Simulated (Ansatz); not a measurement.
Geometry optimisation, Ansatz, RHF/def2-SVP.

input.yaml

```yaml
crystal:
  periodic: [false, false, false]
  atoms:
    - { symbol: B, position_ang: [0.001285, -0.434326, -0.023569] }
    - { symbol: H, position_ang: [-0.01776, -0.817311, 1.102371] }
    - { symbol: F, position_ang: [1.159327, -0.356996, -0.648507] }
    - { symbol: H, position_ang: [-0.991988, -0.1696, -0.639952] }
    - { symbol: Si, position_ang: [0.095691, 2.519212, 1.089722] }
    - { symbol: H, position_ang: [0.773936, 3.038854, 2.298371] }
    - { symbol: H, position_ang: [0.882356, 2.852416, -0.116545] }
    - { symbol: H, position_ang: [-1.26184, 3.096482, 0.981462] }
    - { symbol: H, position_ang: [-0.018307, 1.059569, 1.221447] }
basis:
  gaussian: { orbitals: def2-SVP }
hamiltonian:
  xc: hf
relax:
  f_tol: 0.03
  max_steps: 50
```

Command:

```bash
$ ansatz run input.yaml --threads 1 --pin off --max-ram 2048MiB --backend cpu --events-out ev --progress --plain --runs-dir out
```

Task: Where does it end, and by what steps?

Result: The forces met the threshold. The force dipped under the threshold on the way, but the program's further checks kept it going. After 11 steps the energy has fallen by 0.303 eV; H2 moved furthest, 1.01 Å.

```csv
step,energy less start (eV),largest force component (eV/Å),accepted
0,0.0000,0.577,yes
1,-0.1367,0.194,yes
2,-0.2163,0.293,yes
3,-0.2481,0.711,yes
4,-0.2422,1.018,no
5,-0.2756,0.460,yes
6,-0.2931,0.191,yes
7,-0.2994,0.022,yes
8,-0.3015,0.119,yes
9,-0.3020,0.184,yes
10,-0.2986,0.524,no
11,-0.3027,0.009,yes
```

```xyz
9
Properties=species:S:1:pos:R:3
B -0.020 -1.142 -0.269
H -0.046 -1.769 0.751
F 1.147 -0.856 -0.792
H -1.003 -0.766 -0.839
Si 0.110 3.068 1.282
H 0.817 3.647 2.448
H 0.885 3.327 0.047
H -1.236 3.674 1.163
H -0.031 1.605 1.473
```

Whether the end is a true minimum wasn't checked by a vibrational analysis.

Time of the run: 13 s on 1 thread of Arm Neoverse V2, with other jobs on the host, peak memory 0.14 GiB.
